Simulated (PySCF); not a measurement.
# C2H3NS (Methyl Thiocyanate): the cost of one run

Programs: PySCF 2.14.0, with density-fitted response routines of our own. Each step states its level of theory. These are calculated values for one molecule in the gas phase, unless marked as measured. Atoms are numbered from 0 throughout.

### Step 1. The molecule as given

7 atoms, charge 0, multiplicity 1; geometry from: MMFF94s.

Bonds of the start (Å): C0–S1 1.81, S1–C2 1.69, C2–N3 1.16, C0–H4 1.09, C0–H5 1.09, C0–H6 1.09.

### Step 2. Optimising the geometry at PBE0-D3(BJ)/def2-SVP

The job: settings as JSON, then the geometry in Å.

```
{"job": {"xc": "PBE0", "basis": "def2-SVP", "d3": "d3bj", "grid": 1, "kind": "geom"}, "charge": 0, "multiplicity": 1}
C     -0.945252    -0.013372     0.119446
S      0.401903    -1.205521     0.272538
C      1.687819    -0.115576     0.160841
N      2.556290     0.648213     0.082202
H     -0.889731     0.511233    -0.838774
H     -1.901397    -0.541315     0.169807
H     -0.909633     0.716338     0.933531
```

Launch:

```sh
$ OMP_NUM_THREADS=1 python probes_run.py task.json out
```

This one command runs all jobs of the session in turn.

Q: Estimate the wall time and peak memory of this first job on 1 thread of Arm Neoverse V2, shared host.

About 6.9 s, with a peak of 0.31 GiB.
